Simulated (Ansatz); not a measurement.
What a trial cell of Tl₂Br relaxes into

All numbers below come from DFT r2SCAN, scalar-relativistic, plane waves, PAW (Ansatz). Cutoff 500 eV, Γ-centred k mesh, Gaussian smearing, no spin polarisation in the final step.

The start puts Tl₂Br on the cubic Laves (C15) structure type (Fd-3m, No. 227), with Br in place of Mg, Tl in place of Cu, at a guessed volume.

```xyz
6
Lattice="0.0000 4.4580 4.4580 4.4580 0.0000 4.4580 4.4580 4.4580 0.0000" Properties=species:S:1:pos:R:3 pbc="T T T"
Tl    5.5725    5.5725    5.5725
Tl    5.5725    3.3435    3.3435
Tl    3.3435    3.3435    5.5725
Tl    3.3435    5.5725    3.3435
Br    0.0000    0.0000    0.0000
Br    2.2290    2.2290    2.2290
```

Cell and atoms relax at zero pressure; the relaxation can't lower the symmetry of the start.

Formation energies are uncorrected and refer to the elements' standard structures at the same level.

Task: Describe the relaxed structure.

Result: It keeps Fd-3m (No. 227). The result has the cubic Laves (C15) structure. Conventional cell: a = 9.234 Å. Tl is coordinated by 6 Tl at 3.26 Å and 6 Br at 3.83 Å; around Br lie 12 Tl at 3.83 Å and 4 Br at 4.00 Å.

```cif
data_structure
_symmetry_space_group_name_H-M 'Fd-3m:1'
_symmetry_Int_Tables_number 227
_cell_length_a 9.2337
_cell_length_b 9.2337
_cell_length_c 9.2337
_cell_angle_alpha 90.000
_cell_angle_beta 90.000
_cell_angle_gamma 90.000
_cell_volume 787.27
loop_
_atom_site_label
_atom_site_type_symbol
_atom_site_symmetry_multiplicity
_atom_site_Wyckoff_symbol
_atom_site_fract_x
_atom_site_fract_y
_atom_site_fract_z
_atom_site_occupancy
Tl1 Tl 16 d 0.12500 0.62500 0.12500 1
Br1 Br 8 a 0.50000 0.00000 0.50000 1
```

Task: What are its volume, energy, density and gap?

Result: The volume per atom is 32.80 Å³, the density is 8.25 g/cm³ and the energy over the elements is -0.38 eV/atom. The gap on the 8×8×8 mesh is 0 eV (a metal).

The final run used a 8×8×8 mesh on its 6-atom cell and 0.10 eV smearing. The k mesh leaves about 4 meV/atom of noise in metals. Spin–orbit coupling is left out. A structure relaxed within its symmetry needn't be a true minimum.

Cost: 3 runs of about 3.2 core-minutes in all, on Arm Neoverse V1 (shared hosts).